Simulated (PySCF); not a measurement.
# HSiN: one-bond stretch

All numbers come from PBE0/[Si def2-TZVP, N def2-TZVP, H def2-TZVP], no relativity, density fitting, PySCF.

Rigid scan from the singlet minimum (Si–H 1.487 Å, Si–N 1.557 Å; H–Si–N 180.0°). Coordinate: the bond from Si to the last atom (H) scaled, the rest fixed. Energies in kJ/mol from the minimum.

```json
{"scale of one bond": "0.92", "E (kJ/mol)": "14.3", "dipole size (D)": "4.78"}
{"scale of one bond": "0.96", "E (kJ/mol)": "3.2", "dipole size (D)": "4.76"}
{"scale of one bond": "1.00", "E (kJ/mol)": "0.0", "dipole size (D)": "4.73"}
{"scale of one bond": "1.05", "E (kJ/mol)": "4.2", "dipole size (D)": "4.68"}
{"scale of one bond": "1.12", "E (kJ/mol)": "20.7", "dipole size (D)": "4.61"}
{"scale of one bond": "1.20", "E (kJ/mol)": "48.9", "dipole size (D)": "4.51"}
{"scale of one bond": "1.35", "E (kJ/mol)": "113.1", "dipole size (D)": "4.28"}
{"scale of one bond": "1.55", "E (kJ/mol)": "198.9", "dipole size (D)": "–"}
{"scale of one bond": "1.80", "E (kJ/mol)": "288.2", "dipole size (D)": "–"}
{"scale of one bond": "2.20", "E (kJ/mol)": "384.2", "dipole size (D)": "–"}
```

At long bonds a restricted determinant can lie too high, and another spin state can fall below this curve.

Other isomers or separated fragments may lie lower.
